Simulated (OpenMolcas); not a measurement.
# How methods differ on AlH3O (AlH2(OH))

AlH3O: 5 atoms, total charge 0, spin state singlet. As SMILES, `[H][Al]([H])[OH]`. The shape comes from GFN2-xTB, which is rough for such elements, and wasn't checked as a minimum.

```xyz
5

Al    0.2718    0.4511   -0.1093
H     1.7990    0.4172   -0.2214
H    -0.4810    1.7690   -0.3118
O    -0.5554   -0.9200    0.2267
H    -1.0343   -1.7173    0.4158
```

Quantity: the energy change with the Al1–H3 bond stretched from 1.531 to 3.062 Å, in eV. The values are calculated.

```tsv
level	kind	program	value (eV)	less FCI/STO-3G	CPU time (all runs)
HF/STO-3G (restricted)	Hartree–Fock	OpenMolcas	7.81	+2.98	2.9 s
r2SCAN/STO-3G (restricted)	meta-GGA	OpenMolcas	5.65	+0.82	26 s
B3LYP/STO-3G (restricted)	global hybrid	OpenMolcas	5.78	+0.95	8.2 s
PBE0/STO-3G (restricted)	global hybrid	OpenMolcas	6.02	+1.19	7.6 s
B2PLYP/STO-3G (restricted)	double hybrid	OpenMolcas	5.89	+1.06	6.8 s
MRCI(2,2)/STO-3G	multireference	OpenMolcas	4.86	+0.03	3.2 s
SC-NEVPT2(2,2)/STO-3G	multireference	OpenMolcas	4.89	+0.06	3 s
CISD/STO-3G (restricted)	coupled cluster or CI	OpenMolcas	5.43	+0.60	3.2 s
FCI/STO-3G	exact in the basis	OpenMolcas	4.83	0.00	27 s
```

FCI/STO-3G is exact within its basis and frozen core, so for wave-function methods in that basis the difference is their error; functionals converge differently with the basis, so for them it is only a difference. Spin-restricted single references rise too steeply as a bond breaks, Hartree–Fock most of all. The first shape isn't each level's own minimum. The values span 4.83 to 7.81 eV. All rows use very small basis sets, so even the best lies far from the true value. Times are those of the runs behind each value, whatever else they computed, on shared processors of several kinds: orders of magnitude only.
